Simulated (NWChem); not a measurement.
Everything below was run with NWChem. System: hydrazine (H4N2), charge 0, spin multiplicity 1, at a geometry optimised with PBE0/def2-SVP. Level: MP2/def2-TZVPD, 2 core orbitals frozen.

Input file:

```
start mol
memory heap 200 mb stack 900 mb global 1100 mb
geometry units angstroms nocenter noautoz
  N      0.174524    -0.679408     0.073847
  N     -0.174524     0.679408     0.073847
  H     -0.645840    -1.230559     0.313751
  H      0.512208    -1.012035    -0.830680
  H      0.645840     1.230559     0.313751
  H     -0.512208     1.012035    -0.830680
  symmetry group C2
end
basis spherical
  * library def2-tzvpd
end
scf
  rhf
  nopen 0
  maxiter 100
  thresh 1e-7
  semidirect memsize 60000000 filesize 0
end
mp2
  freeze core 2
end
task mp2 energy
```

Part of the output:

```
             Northwest Computational Chemistry Package (NWChem) 7.3.0
             --------------------------------------------------------

                                NWChem Input Module
                                -------------------

 Scaling coordinates for geometry "geometry" by  1.889725989
 (inverse scale =  0.529177249)

 Turning off AUTOSYM since
 SYMMETRY directive was detected!

                             Geometry "geometry" -> ""
                             -------------------------

 Output coordinates in angstroms (scale by  1.889725989 to convert to a.u.)

  No.       Tag          Charge          X              Y              Z
 ---- ---------------- ---------- -------------- -------------- --------------
    1 N                    7.0000     0.17452400    -0.67940800     0.07384700
    2 N                    7.0000    -0.17452400     0.67940800     0.07384700
    3 H                    1.0000    -0.64584000    -1.23055900     0.31375100
    4 H                    1.0000     0.51220800    -1.01203500    -0.83068000
    5 H                    1.0000     0.64584000     1.23055900     0.31375100
    6 H                    1.0000    -0.51220800     1.01203500    -0.83068000

 Effective nuclear repulsion energy (a.u.)      41.8840001464

            Nuclear Dipole moment (a.u.)
            ----------------------------
        X                 Y               Z
 ---------------- ---------------- ----------------
     0.0000000000     0.0000000000     0.0000000000

      Symmetry information
      --------------------

 Group name             C2
 Group number              4
 Group order               2
 No. of unique centers     3

      Symmetry unique atoms

     1    3    4


 Summary of "ao basis" -> "" (spherical)
 ------------------------------------------------------------------------------
       Tag                 Description            Shells   Functions and Types
 ---------------- ------------------------------  ------  ---------------------
 *                         def2-tzvpd                 on all atoms

 Summary of "ao basis" -> "ao basis" (spherical)
 ------------------------------------------------------------------------------
       Tag                 Description            Shells   Functions and Types
 ---------------- ------------------------------  ------  ---------------------
 N                         def2-tzvpd               13       37   6s3p3d1f
 H                         def2-tzvpd                5        9   3s2p

                                 NWChem SCF Module
                                 -----------------

  ao basis        = "ao basis"
  functions       =   110
  atoms           =     6
  closed shells   =     9
  open shells     =     0
  charge          =   0.00
  wavefunction    = RHF
  use symmetry    = T
  symmetry adapt  = T

 Summary of "ao basis" -> "ao basis" (spherical)
 ------------------------------------------------------------------------------
       Tag                 Description            Shells   Functions and Types
 ---------------- ------------------------------  ------  ---------------------
 N                         def2-tzvpd               13       37   6s3p3d1f
 H                         def2-tzvpd                5        9   3s2p

      Symmetry analysis of basis
      --------------------------

        a          55
        b          55

 Forming initial guess at       0.1s

      Superposition of Atomic Density Guess
      -------------------------------------

 Sum of atomic energies:        -110.62234958

      Non-variational initial energy
      ------------------------------

 Total energy =    -111.596024
 1-e energy   =    -231.836694
 2-e energy   =      78.356670
 HOMO         =      -0.314850
 LUMO         =       0.041451

      Symmetry analysis of molecular orbitals - initial
      -------------------------------------------------

  Numbering of irreducible representations:

     1 a           2 b

  Orbital symmetries:

     1 a           2 b           3 a           4 b           5 a
     6 b           7 a           8 b           9 a          10 a
    11 b          12 a          13 b          14 b          15 a
    16 a          17 b          18 b          19 a

 Starting SCF solution at       1.6s

 ----------------------------------------------
         Quadratically convergent ROHF

 Convergence threshold     :          1.000E-07
 Maximum no. of iterations :          100
 Final Fock-matrix accuracy:          1.000E-09
 ----------------------------------------------

              iter       energy          gnorm     gmax       time
             ----- ------------------- --------- --------- --------
                 1     -111.1988049621  6.65D-01  1.47D-01      1.8
                 2     -111.2239345009  2.19D-01  4.02D-02      2.0
                 3     -111.2269914359  1.24D-02  3.08D-03      2.4
                 4     -111.2270175311  9.30D-05  1.84D-05      3.1
                 5     -111.2270175321  5.26D-09  1.21D-09      4.1

       Final RHF  results
       ------------------

         Total SCF energy =   -111.227017532089
      One-electron energy =   -233.855407753128
      Two-electron energy =     80.744390074612
 Nuclear repulsion energy =     41.884000146426

        Time for solution =      2.4s

       Symmetry analysis of molecular orbitals - final
       -----------------------------------------------

  Numbering of irreducible representations:

     1 a           2 b

  Orbital symmetries:

     1 a           2 b           3 a           4 b           5 a
     6 b           7 a           8 b           9 a          10 a
    11 b          12 a          13 b          14 b          15 a
    16 a          17 b          18 a          19 b

             Final eigenvalues
             -----------------

              1
    1  -15.5686
    2  -15.5681
    3   -1.2627
    4   -1.0042
    5   -0.6791
    6   -0.6675
    7   -0.6169
    8   -0.4097
    9   -0.4066
   10    0.0823
   11    0.1106
   12    0.1487
   13    0.1545
   14    0.2106
   15    0.2153
   16    0.2304
   17    0.2306
   18    0.2448
   19    0.3062

                       ROHF Final Molecular Orbital Analysis
                       -------------------------------------

 Vector    7  Occ=2.000000D+00  E=-6.168659D-01  Symmetry=a
              MO Center=  2.0D-13, -2.3D-13,  1.3D-01, r^2= 1.5D+00
   Bfn.  Coefficient  Atom+Function         Bfn.  Coefficient  Atom+Function
  ----- ------------  ---------------      ----- ------------  ---------------
     8      0.257128  1 N  py                45     -0.257128  2 N  py
    11      0.229634  1 N  py                48     -0.229634  2 N  py
    76     -0.152320  3 H  s                 94     -0.152320  5 H  s

 Vector    8  Occ=2.000000D+00  E=-4.096980D-01  Symmetry=b
              MO Center=  3.1D-15, -7.2D-15,  9.1D-02, r^2= 1.6D+00
   Bfn.  Coefficient  Atom+Function         Bfn.  Coefficient  Atom+Function
  ----- ------------  ---------------      ----- ------------  ---------------
     9      0.250556  1 N  pz                46     -0.250556  2 N  pz
    12      0.231755  1 N  pz                49     -0.231755  2 N  pz
    15      0.184155  1 N  pz                52     -0.184155  2 N  pz

 Vector    9  Occ=2.000000D+00  E=-4.065941D-01  Symmetry=a
              MO Center=  1.1D-15, -4.9D-15,  1.4D-01, r^2= 1.6D+00
   Bfn.  Coefficient  Atom+Function         Bfn.  Coefficient  Atom+Function
  ----- ------------  ---------------      ----- ------------  ---------------
     7      0.255344  1 N  px                44     -0.255344  2 N  px
    10      0.237798  1 N  px                47     -0.237798  2 N  px
    13      0.173229  1 N  px                50     -0.173229  2 N  px

 Vector   10  Occ=0.000000D+00  E= 8.227110D-02  Symmetry=a
              MO Center=  1.2D-14,  1.3D-14, -6.8D-01, r^2= 8.7D+00
   Bfn.  Coefficient  Atom+Function         Bfn.  Coefficient  Atom+Function
  ----- ------------  ---------------      ----- ------------  ---------------
     6      3.213346  1 N  s                 43      3.213346  2 N  s
    77     -2.740537  3 H  s                 95     -2.740537  5 H  s
     5      2.054716  1 N  s                 42      2.054716  2 N  s
    86     -2.030122  4 H  s                104     -2.030122  6 H  s
    92     -0.764957  4 H  pz               110     -0.764957  6 H  pz

 Vector   11  Occ=0.000000D+00  E= 1.105525D-01  Symmetry=b
              MO Center=  3.2D-15, -1.2D-14, -3.7D-01, r^2= 1.0D+01
   Bfn.  Coefficient  Atom+Function         Bfn.  Coefficient  Atom+Function
  ----- ------------  ---------------      ----- ------------  ---------------
     6      5.086422  1 N  s                 43     -5.086422  2 N  s
    86     -3.147038  4 H  s                104      3.147038  6 H  s
     5      3.008794  1 N  s                 42     -3.008794  2 N  s
    77     -2.013950  3 H  s                 95      2.013950  5 H  s
    92     -0.959649  4 H  pz               110      0.959649  6 H  pz

 Vector   12  Occ=0.000000D+00  E= 1.486649D-01  Symmetry=a
              MO Center= -6.8D-15,  2.3D-15, -4.8D-01, r^2= 9.2D+00
   Bfn.  Coefficient  Atom+Function         Bfn.  Coefficient  Atom+Function
  ----- ------------  ---------------      ----- ------------  ---------------
    77      4.044807  3 H  s                 95      4.044807  5 H  s
    86     -1.876853  4 H  s                104     -1.876853  6 H  s
     6     -1.463216  1 N  s                 43     -1.463216  2 N  s
    92     -1.371947  4 H  pz               110     -1.371947  6 H  pz
    81      1.244340  3 H  px                99     -1.244340  5 H  px

 center of mass
 --------------
 x =   0.00000000 y =   0.00000000 z =   0.06053160

 moments of inertia (a.u.)
 ------------------
          70.540455694146           9.869362106066           0.000000000000
           9.869362106066          14.040455588333           0.000000000000
           0.000000000000           0.000000000000          72.374058689271

  Mulliken analysis of the total density
  --------------------------------------

    Atom       Charge   Shell Charges
 -----------   ------   -------------------------------------------------------
    1 N    7     7.41   0.82  1.16  0.52  0.84  0.17  0.02  1.47  1.70  0.66  0.01  0.06 -0.02  0.00
    2 N    7     7.41   0.82  1.16  0.52  0.84  0.17  0.02  1.47  1.70  0.66  0.01  0.06 -0.02  0.00
    3 H    1     0.78   0.26  0.42  0.05  0.04  0.02
    4 H    1     0.81   0.26  0.42  0.08  0.03  0.02
    5 H    1     0.78   0.26  0.42  0.05  0.04  0.02
    6 H    1     0.81   0.26  0.42  0.08  0.03  0.02

       Multipole analysis of the density wrt the origin
       ------------------------------------------------

     L   x y z        total         open         nuclear
     -   - - -        -----         ----         -------
     0   0 0 0      0.000000      0.000000     18.000000

     1   1 0 0      0.000000      0.000000      0.000000
     1   0 1 0      0.000000      0.000000      0.000000
     1   0 0 1     -0.779334      0.000000      0.000000

     2   2 0 0    -10.184320      0.000000      6.375612
     2   1 1 0      1.786565      0.000000     -3.954162
     2   1 0 1     -0.000000      0.000000      0.000000
     2   0 2 0     -8.629015      0.000000     41.207632
     2   0 1 1      0.000000      0.000000      0.000000
     2   0 0 2     -9.735802      0.000000      5.903988

                   NWChem MP2 Semi-direct Energy/Gradient Module
                   ---------------------------------------------

  Basis functions       =    110
  Molecular orbitals    =    110
  Frozen core           =      2
  Frozen virtuals       =      0
  Active alpha occupied =      7
  Active beta occupied  =      7
  Active alpha virtual  =    101
  Active beta virtual   =    101
  Use MO symmetry       = T
  Use skeleton AO sym   = T

  AO/Fock/Back tols     =   1.0D-09  1.0D-09  1.0D-09

 GA uses MA = F    GA memory limited = T

 Available:
  local mem=  1.26D+08
 global mem=  1.44D+08
 local disk=  0.00D+00
  mp2_memr nvloc                   101
  nvloc new                   101
   1 passes of   7:        5242880                      60019                  14688751.
   1 passes of   7: M    126152246           G      144155000           F     120909366.

 Semi-direct pass number   1 of   1  for RHF alpha+beta  at        4.2s
  vrange nnbf                  6102
  mp2_eaftype                    56  avail_ma_in_mb                  1099
 EAF : mp2_eaftype filesize          56    7344376.
  mp2_eaf for mointskh                     56
Node 0 wrote     34.5 Mb in      0.0 s     Agg I/O rate:  1446.1 Mb/s
 Done moints_semi at        8.3s
  mp2_eaftype                    56  avail_ma_in_mb                  1043
 EAF : mp2_eaftype filesize          56    7344376.
  mp2_eaf for kh                    56
 Done maket at        8.5s
 Done multipass loop at        8.5s

          -------------------------------------------
          SCF energy                -111.227017532089
          Correlation energy          -0.430814594600
          Singlet pairs               -0.277150988668
          Triplet pairs               -0.153663605932
          Total MP2 energy          -111.657832126689
          -------------------------------------------

          ---------------------------------------------------
                    Spin Component Scaled (SCS) MP2
          Same spin pairs                     -0.102442403954
          Same spin scaling factor             0.333333333333
          Opposite spin pairs                 -0.328372190646
          Opposite spin scaling fact.          1.200000000000
          SCS-MP2 correlation energy          -0.428194096760
          Total SCS-MP2 energy              -111.655211628849
          ---------------------------------------------------

 -----------------------
 Performance information
 -----------------------

 Timer overhead =  1.97D-07 seconds/call

               Nr. of calls         CPU time (s)                 Wall time (s)                GFlops
             ---------------    -------------------     ------------------------------   -------------------
Name         Min   Avg   Max    Min     Avg     Max     Min     Avg     Max   Mx/calls   Min     Max     Sum
mp2: moin     1     1     1    4.1     4.1     4.1      4.1     4.1     4.1     4.1      0.0     0.0     0.0
mp2: make     1     1     1   0.23    0.23    0.23     0.23    0.23    0.23    0.23      0.0     0.0     0.0
mp2: tota     1     1     1    4.4     4.4     4.4      4.4     4.4     4.4     4.4      0.0     0.0     0.0

 The average no. of pstat calls per process was 3.00D+00
 with a timing overhead of 5.91D-07s

 Task  times  cpu:        8.5s     wall:        8.5s

 Total times  cpu:        8.6s     wall:        8.6s
```
